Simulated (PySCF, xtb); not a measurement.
CH6Si. Atoms are numbered in the order given.

```xyz
8

Si     0.0000     0.0000    -0.6316
C      0.0000     0.0000     1.2390
H      1.2055     0.6960    -1.1575
H     -1.2055     0.6960    -1.1575
H      0.0000    -1.3920    -1.1575
H      0.8842    -0.5105     1.6267
H     -0.8842    -0.5105     1.6267
H      0.0000     1.0210     1.6267
```
Charge 0, spin multiplicity 1.

The structure is a stationary point at PBE0-D3(BJ)/def2-TZVP. The isomer is the one that the SMILES or the coordinates give; other isomers of the formula were not compared.

The numbers are results of IEF-PCM-ωB97X/def2-SVP in PySCF 2.14.0, not measurements.

The values are the electrostatic part of the solvation free energy, E(continuum) − E(gas) at the gas-phase geometry, in a cavity of scaled van der Waals radii (PySCF's table); cavitation and dispersion terms are not included. In vacuum the orbital gap is 15.00 eV. The dipole moment in vacuum is 0.78 D.

### Question
Estimate the values in water (ε = 78.36), tetrahydrofuran (ε = 7.43), benzene (ε = 2.27). (Estimate from the structure and the level; the computed values follow.)

### Answer

```csv
solvent,ε,ΔG(elec) (kcal/mol),dipole (D),gap (eV)
water,78.36,-0.6,0.97,14.99
tetrahydrofuran,7.43,-0.5,0.94,14.99
benzene,2.27,-0.3,0.87,14.99
```

For comparison, GFN2-xTB/ALPB(water) (xtb, at the GFN2-xTB geometry, all terms of that model) gives 0.7 kcal/mol.
